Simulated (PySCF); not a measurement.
# C5H12: full NMR table

- Formula: C5H12
- SMILES: CC(C)(C)C
- InChI: InChI=1S/C5H12/c1-5(2,3)4/h1-4H3
- Point group of the computed structure: Td
- Degrees of unsaturation: 0
- Carbon signals: 2
- Proton signals: 1

Numbering as in the mapped SMILES `[CH3:1][C:2]([CH3:3])([CH3:4])[CH3:5]`. Hydrogens are named by the atom that carries them.

- geometry from PBE0-D3(BJ)/def2-TZVP
- σ from GIAO-PBE0/pcSseg-2
- run in PySCF 2.14.0 with density-fitted response routines
- one computed conformer, averaged over atoms made equivalent by symmetry, fast rotation or ring inversion, in vacuum, no relativistic terms

Scale: TMS for 1H (σref 31.52), 13C (σref 186.03) (reference shieldings calculated alike).

```tsv
carbon	δC, type	δH (multiplicity)	HMBC from (2–3 bonds)	span of the C tensor (ppm)
C1/C3/C4/C5	34.0, CH3	0.93 (s)	H(C1)/H(C3)/H(C4)/H(C5)	50
C2	30.9, C	–	H(C1)/H(C3)/H(C4)/H(C5)	0
```

- Carbon types of the structure: 1 × C, 4 × CH3, which accounts for all hydrogens.
- δC 34.0: methyl carbon; aliphatic region, no heteroatom directly attached.
- δC 30.9: quaternary sp3 carbon; saturated and bonded to C and H only.
- δH 0.93: hydrogen on a methyl carbon; far from electronegative atoms and π systems.

Shifts are as computed. Against solution values, carbons near 30 ppm lie about +3 ppm off and those near 130 ppm about +9 ppm. Of 1309 compounds with measured shifts, 239 miss one by over three times the rms of a fit or turn the order of signals round; such compounds aren't used in these exercises.
